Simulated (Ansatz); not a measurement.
`CN1CN=C1O`. The species carries charge 0 and has multiplicity 1. The geometry is a stationary point of PBE0-D4/def2-TZVP. It is one conformer, not always the lowest.

```xyz
12

C     0.830   -1.279    0.130
N     0.452    0.049   -0.289
C    -0.690    0.341   -1.191
N    -1.175    1.358   -0.230
C    -0.209    0.950    0.516
O     0.166    1.280    1.742
H     1.317   -1.795   -0.698
H    -0.023   -1.883    0.471
H     1.548   -1.202    0.948
H    -0.387    0.742   -2.161
H    -1.373   -0.504   -1.305
H    -0.457    1.943    2.067
```

Q: What is the dipole moment at B3LYP/def2-TZVPP? (Best estimate.)

A: Computed: 1.85 D, with components (0.60, -1.66, 0.57) D in this frame, pointing from negative to positive charge.

Q: And with PBE, r2SCAN, ωB97M-V? (An estimate is asked.)

A: Computed: PBE 1.82 D, r2SCAN 1.86 D, ωB97M-V 1.87 D.

Q: Give the Mulliken charges with B3LYP, PBE, ωB97M-V in def2-TZVPP. (Estimate.)

A: Ansatz gave: 
```tsv
atom	B3LYP	PBE	ωB97M-V
C1	-0.18	-0.19	-0.25
N2	-0.23	-0.16	-0.23
C3	0.08	0.05	0.01
N4	-0.34	-0.28	-0.33
C5	0.28	0.18	0.31
O6	-0.28	-0.24	-0.28
H7	0.10	0.10	0.12
H8	0.08	0.08	0.11
H9	0.11	0.10	0.13
H10	0.08	0.07	0.10
H11	0.08	0.07	0.10
H12	0.22	0.22	0.21
```

B3LYP here is the variant with VWN-RPA as its local correlation; programs differ in this.
